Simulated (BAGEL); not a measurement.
**BHClO (SMILES O[B]Cl) at ROHF/def2-TZVP (density fitting with qzvpp-jkfit)**

Aim: the energy change on altering one bond length of BHClO at ROHF/def2-TZVP (density fitting with qzvpp-jkfit), from 2 runs. 

The calculation is run with BAGEL 1.2.2.

24 further runs of the same task are left out: 1 that didn't finish, 23 set aside as unsound or not needed.

## 1. Starting point

BHClO: 4 atoms, total charge 0, spin state doublet. As SMILES, `O[B]Cl`. The shape is that of a PBE0-D4/def2-TZVP optimisation.

Bond lengths: O1–B2 1.334 Å, B2–Cl3 1.740 Å, O1–H4 0.961 Å. Angles: O1–B2–Cl3 122.2°, B2–O1–H4 113.5°.

## 2. The energy at ROHF/def2-TZVP (density fitting with qzvpp-jkfit)

job.json reads:

```json
{ "bagel" : [

{
  "title" : "molecule",
  "basis" : "def2-tzvp.json",
  "df_basis" : "qzvpp-jkfit",
  "angstrom" : "true",
  "geometry" : [
    { "atom" : "O", "xyz" : [       0.545600,       0.191100,      -0.589300 ] },
    { "atom" : "B", "xyz" : [      -0.429900,       0.065600,       0.312600 ] },
    { "atom" : "Cl", "xyz" : [      -0.557200,      -1.323200,       1.352900 ] },
    { "atom" : "H", "xyz" : [       0.497000,       1.006200,      -1.096500 ] }
  ]
},

{ "title" : "rohf", "nopen" : 1 },

{ "title" : "print", "file" : "orbitals.molden", "orbitals" : "true" }

]}
```

The basis set def2-TZVP is read from a file made from the Basis Set Exchange's data (not shown).

Run with:

```console
$ BAGEL_NUM_THREADS=1 BAGEL job.json > job.out
```

What it wrote:

```text
* using 1 threads per process

  ===============================================================
  ===============================================================

  *** Geometry ***

  { "atom" : "O", "xyz" : [      1.031035,      0.361127,     -1.113616 ] },
  { "atom" : "B", "xyz" : [     -0.812393,      0.123966,      0.590728 ] },
  { "atom" : "Cl", "xyz" : [     -1.052955,     -2.500486,      2.556610 ] },
  { "atom" : "H", "xyz" : [      0.939194,      1.901442,     -2.072085 ] },

  Number of auxiliary basis functions:      298

  Since a DF basis is specified, we compute 2- and 3-index integrals:
    o Being stored without compression. Storage requirement is 0.026 GB

  Number of basis functions:      105
  Number of electrons      :       31

    * METHOD: MOLECULE                             0.08

  *** Open-shell HF ***

  === Nuclear Repulsion ===
    76.6997254512

      * DIIS with orbital gradients will be used.

  === ROHF iteration (def2-tzvp.json) ===
      0       -559.48910806          0.04719145           0.06
      1       -559.61243349          0.03582799           0.06
      2       -559.66965620          0.02461655           0.06
      3       -559.71591027          0.00165811           0.06
      4       -559.71738682          0.00070493           0.06
      5       -559.71776762          0.00023367           0.07
      6       -559.71785499          0.00006525           0.06
      7       -559.71788443          0.00001898           0.07
      8       -559.71789136          0.00000745           0.07
      9       -559.71789281          0.00000274           0.06
     10       -559.71789328          0.00000081           0.06
     11       -559.71789350          0.00000037           0.08
     12       -559.71789349          0.00000016           0.06
     13       -559.71789350          0.00000006           0.06
     14       -559.71789351          0.00000003           0.06
     15       -559.71789351          0.00000001           0.06
     16       -559.71789351          0.00000001           0.06
    * SCF iteration converged.

    * S^2 (ROHF) is 0.7500

    * Permanent dipole moment:
           (   -0.020491,    -0.732692,     0.509710) a.u.

    * METHOD: ROHF                                 1.19

    * METHOD: PRINT                                0.01

  ===============================================================
```

Wall time 1.6 s (1 thread of Intel Xeon 6975P-C (Granite Rapids), shared host); peak memory 0.089 GiB.

## 3. The distorted shape at the same level

input.json reads:

```json
{ "bagel": [

{
  "title": "molecule",
  "basis": "def2-tzvp.json",
  "df_basis": "qzvpp-jkfit",
  "angstrom": "true",
  "geometry": [
    { "atom": "O", "xyz": [    0.564697,    0.399447,   -0.745365 ] },
    { "atom": "B", "xyz": [   -0.410803,    0.273947,    0.156535 ] },
    { "atom": "Cl", "xyz": [   -0.557200,   -1.323200,    1.352900 ] },
    { "atom": "H", "xyz": [    0.516097,    1.214547,   -1.252565 ] }
  ]
},
{ "title": "rohf", "charge": 0, "nopen": 1 },
{ "title": "print", "file": "orbitals.molden", "orbitals": "true" }

]}
```

The basis set def2-TZVP is read from a file made from the Basis Set Exchange's data (not shown).

Run with:

```console
$ BAGEL_NUM_THREADS=1 BAGEL input.json > input.out
```

What it wrote:

```text
* using 1 threads per process

  ===============================================================
  ===============================================================

  *** Geometry ***

  { "atom" : "O", "xyz" : [      1.067123,      0.754845,     -1.408536 ] },
  { "atom" : "B", "xyz" : [     -0.776305,      0.517685,      0.295808 ] },
  { "atom" : "Cl", "xyz" : [     -1.052955,     -2.500486,      2.556610 ] },
  { "atom" : "H", "xyz" : [      0.975282,      2.295161,     -2.367005 ] },

  Number of auxiliary basis functions:      298

  Since a DF basis is specified, we compute 2- and 3-index integrals:
    o Being stored without compression. Storage requirement is 0.026 GB

  Number of basis functions:      105
  Number of electrons      :       31

    * METHOD: MOLECULE                             0.08

  *** Open-shell HF ***

  === Nuclear Repulsion ===
    70.9881118117

      * DIIS with orbital gradients will be used.

  === ROHF iteration (def2-tzvp.json) ===
      0       -559.45708885          0.04762999           0.06
      1       -559.58592761          0.03641901           0.06
      2       -559.64749502          0.02518993           0.07
      3       -559.69692730          0.00188560           0.08
      4       -559.69917731          0.00096046           0.09
      5       -559.69995588          0.00037399           0.09
      6       -559.70016093          0.00009866           0.09
      7       -559.70023565          0.00002701           0.08
      8       -559.70024837          0.00000837           0.07
      9       -559.70025099          0.00000317           0.08
     10       -559.70025132          0.00000086           0.07
     11       -559.70025148          0.00000040           0.08
     12       -559.70025148          0.00000017           0.07
     13       -559.70025148          0.00000008           0.06
     14       -559.70025149          0.00000004           0.06
     15       -559.70025149          0.00000002           0.06
     16       -559.70025150          0.00000001           0.06
    * SCF iteration converged.

    * S^2 (ROHF) is 0.7500

    * Permanent dipole moment:
           (   -0.090343,    -1.178325,     0.867825) a.u.

    * METHOD: ROHF                                 1.31

    * METHOD: PRINT                                0.01

  ===============================================================
```

Run time: 1.8 s. Hardware: 1 thread of Intel Xeon 6975P-C (Granite Rapids), shared host; peak memory 0.089 GiB.

## 4. Outcome

At ROHF/def2-TZVP (density fitting with qzvpp-jkfit):

| quantity | value |
| --- | --- |
| first shape: total energy | -559.71789 Eh |
| first shape: dipole moment | 2.27 D |
| first shape: ⟨S²⟩ | 0.750 |
| distorted shape: total energy | -559.70025 Eh |
| distorted shape: dipole moment | 3.73 D |
| distorted shape: ⟨S²⟩ | 0.750 |
| energy change with the B2–Cl3 bond stretched from 1.740 to 2.001 Å | 0.480 eV |

**Reading.** With the B2–Cl3 bond stretched from 1.740 to 2.001 Å the energy rises by 0.48 eV (11.1 kcal/mol). The first shape isn't relaxed at this level, so the change isn't measured from a minimum.
